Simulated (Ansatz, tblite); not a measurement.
**The cluster NbO2: removing and adding an electron**

The task here is to estimate one member of a computed series from the others.

Method: as each input shows; program: Ansatz 0.2.0, Gaussian basis.

The runs, in order: charge +1 singlet, at the geometry of the doublet (PBE0-D4/def2-TZVP, PBE-D4/def2-TZVP, r2SCAN-D4/def2-TZVP, CCSD(T)/def2-TZVPP); charge -1 singlet, at the geometry of the doublet (PBE0-D4/def2-TZVPD, PBE-D4/def2-TZVPD, r2SCAN-D4/def2-TZVPD, CCSD(T)/def2-TZVPD); charge +1 triplet, at the geometry of the doublet (PBE0-D4/def2-TZVP, PBE-D4/def2-TZVP, r2SCAN-D4/def2-TZVP); charge -1 triplet, at the geometry of the doublet (PBE0-D4/def2-TZVPD, PBE-D4/def2-TZVPD, r2SCAN-D4/def2-TZVPD); the starting doublet's energies come from earlier runs.

2 further runs of the same task are left out: 2 set aside as unsound or not needed. Runs told in other sessions of the task aren't counted.

## The relaxed structure

The geometry is that of the doublet, from an earlier relaxation (PBE0-D4/def2-TZVP). At that level it is the lowest of the isomers that a small search found.

3 atoms, charge 0, spin multiplicity 2.

Atoms are counted from 1 here; the program's logs count them from 0.

Bond lengths: Nb1–O2 1.700 Å, Nb1–O3 1.700 Å. Angles: O2–Nb1–O3 104.9°.

Nb takes a core potential in the def2 sets. No spin-orbit coupling is included.

Set-up of the first run:

File in.yaml:

```yaml
crystal:
  periodic: [false, false, false]
  atoms:
    - {symbol: Nb, position_ang: [-0.365583, 0.585934, -0.010422]}
    - {symbol: O, position_ang: [-0.959959, -1.005047, 0.057818]}
    - {symbol: O, position_ang: [1.325542, 0.419103, -0.047396]}
basis:
  gaussian: {orbitals: def2-TZVP}
total_charge: 1
hamiltonian: {xc: pbe0, dispersion: d4}
output: {orbitals: {seedname: orbitals}}
```

Started as:

```sh
ansatz run in.yaml --threads 4 --pin off --events-out ev --progress --plain --max-ram 3916MiB
```

Among the steps run: Charge +1 singlet at the fixed geometry, PBE0-D4/def2-TZVP; Charge +1 singlet at the fixed geometry, PBE-D4/def2-TZVP; Charge +1 singlet at the fixed geometry, r2SCAN-D4/def2-TZVP; Charge +1 singlet at the fixed geometry, CCSD(T)/def2-TZVPP; Charge -1 singlet at the fixed geometry, PBE0-D4/def2-TZVPD; Charge -1 singlet at the fixed geometry, PBE-D4/def2-TZVPD; Charge -1 singlet at the fixed geometry, r2SCAN-D4/def2-TZVPD; Charge -1 singlet at the fixed geometry, CCSD(T)/def2-TZVPD.

One table of the session follows, with a row left open; its other results are not shown here.

It belongs to the step «Vertical electron affinity». 

```
               level  vertical electron affinity (eV)
       HF/def2-TZVPD                                ?
   PBE-D4/def2-TZVPD                            +1.53
r2SCAN-D4/def2-TZVPD                            +1.40
  PBE0-D4/def2-TZVPD                            +1.54
      MP2/def2-TZVPD                            +1.66
     CCSD/def2-TZVPD                            +1.72
  CCSD(T)/def2-TZVPD                            +1.83
```

**Question.** Estimate the row for HF/def2-TZVPD.

As computed: vertical electron affinity (eV): +0.85. In the column «vertical electron affinity (eV)» it is the lowest.

Caveats from the session: In the triplet ion an empty level of the minority spin lies below the top filled one, so a lower spin probably lies lower and this isn't the first ionisation energy. The anion's highest level is positive in at least one run, so there the basis alone may hold the extra electron.
